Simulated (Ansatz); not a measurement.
**Reading a saddle point**

A first-order saddle point of CH$_{10}$Si$_{2}$, singlet, PBE0-D4/def2-TZVP, with one imaginary mode of 1565i cm⁻¹:

```xyz
13
angstrom
Si -0.7444 0.0299 0.3029
H -0.1690 -1.5457 -0.1561
H -2.0399 -0.6307 0.6127
H -1.1490 1.4982 0.2294
Si 1.0310 -0.0593 1.8166
H -0.1940 -0.7860 -1.0211
C -0.2931 0.3108 -1.7981
H 2.2885 0.0099 1.0193
H 1.0147 -1.3481 2.5566
H 1.0345 1.0723 2.7857
H 0.0660 -0.3622 -2.5890
H 0.4279 1.1186 -1.6755
H -1.2732 0.6923 -2.0833
```

Computed with Ansatz 0.2.0 (basis: def2-TZVPP and def2-QZVPP); correlated methods freeze the cores. Extrapolation: Hartree–Fock as exp(−7.88 √X), correlation as X^−2.97.

Problem. Which contacts change along the imaginary mode, and what lies on either side? (A judgement: the text doesn't fix the answer.)

Solution. By the calculation: The step is Si₂H₆ ([SiH3][SiH3]) + CH₄ → CH₈Si₂ ([CH3][SiH2][SiH3]) + H₂, with the molecules in contact on both sides. Shortening one way: Si1–C7, H2–H6; lengthening the same way: Si1–H2, H6–C7.
| pair | one side (Å) | saddle (Å) | other side (Å) |
| --- | --- | --- | --- |
| Si1–C7 | 3.92 | 2.17 | 1.88 |
| H2–H6 | 3.16 | 1.15 | 0.75 |
| Si1–H2 | 1.49 | 1.74 | 3.68 |
| H6–C7 | 1.09 | 1.35 | 3.74 |

Problem. Which side is lower, and how far does the saddle lie above each? (Judge from chemistry; the value comes from the calculation.)

Solution. Computed: The side with Si1–H2, H6–C7 short is lower by 7.43 kcal/mol; the saddle lies 80.40 kcal/mol above it and 72.98 kcal/mol above the other (CCSD(T) at an estimated basis limit (MP2 extrapolated from triple and quadruple zeta, plus CCSD(T) − MP2 in triple zeta); electronic energies).

T1 diagnostic: at most 0.013.

Labels in which every atom is bracketed show which atoms are joined, not bond orders.

For scale, one of the runs: CCSD(T)/def2-TZVPP, 255 basis functions, launched by `ansatz run in.yaml --threads 4 --pin off --events-out ev --progress --plain --max-ram 9574MiB`. Hardware: 4 CPU threads of an Intel Xeon, shared host. Wall time 110 s; peak host memory 5.3 GiB.
